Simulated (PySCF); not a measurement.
## Functional dependence of a UV spectrum

C₄H₁₀O.
InChI=1S/C4H10O/c1-4(2)3-5/h4-5H,3H2,1-2H3

Linear-response calculations in the def2-SVPD basis (PySCF; singlets by full response, triplets Tamm–Dancoff, core orbitals frozen in the response; HF means time-dependent Hartree–Fock). 'Strongest' is the level of largest summed f among the singlets computed (10 roots, of which the last may lack a degenerate partner); it can jump between rows when another state enters that window. S1 is the lowest singlet of each run and needn't be the same state throughout; f(S1) is that of one state. Isolated species at its PBE0-D3(BJ)/def2-SVP geometry (one conformer only).

```json
{"functional": "BHandHLYP", "kind": "global hybrid, 50% exact exchange", "S1 (eV)": "7.39", "f(S1)": "0.001", "strongest (eV)": "10.03", "T1 (eV)": "7.06", "HOMO (eV)": "-9.49", "gap (eV)": "10.55", "ionisation energy, ΔSCF (eV)": "10.46"}
{"functional": "CAM-B3LYP", "kind": "range-separated hybrid", "S1 (eV)": "6.89", "f(S1)": "0.001", "strongest (eV)": "9.66", "T1 (eV)": "6.59", "HOMO (eV)": "-9.38", "gap (eV)": "10.59", "ionisation energy, ΔSCF (eV)": "10.49"}
{"functional": "wB97X-D", "kind": "range-separated hybrid", "S1 (eV)": "7.18", "f(S1)": "0.001", "strongest (eV)": "9.91", "T1 (eV)": "6.95", "HOMO (eV)": "-9.84", "gap (eV)": "12.09", "ionisation energy, ΔSCF (eV)": "10.42"}
{"functional": "LC-wPBE", "kind": "range-separated hybrid", "S1 (eV)": "7.34", "f(S1)": "0.002", "strongest (eV)": "10.36", "T1 (eV)": "6.98", "HOMO (eV)": "-10.70", "gap (eV)": "13.02", "ionisation energy, ΔSCF (eV)": "10.61"}
```

S1 runs from 6.89 eV (CAM-B3LYP) to 7.39 eV (BHandHLYP), a spread of 0.50 eV, while the orbital gap spreads over 2.5 eV. −ε(HOMO) comes closest to its own ΔSCF ionisation energy with LC-wPBE (+0.10 eV) and misses most with CAM-B3LYP (-1.11 eV).
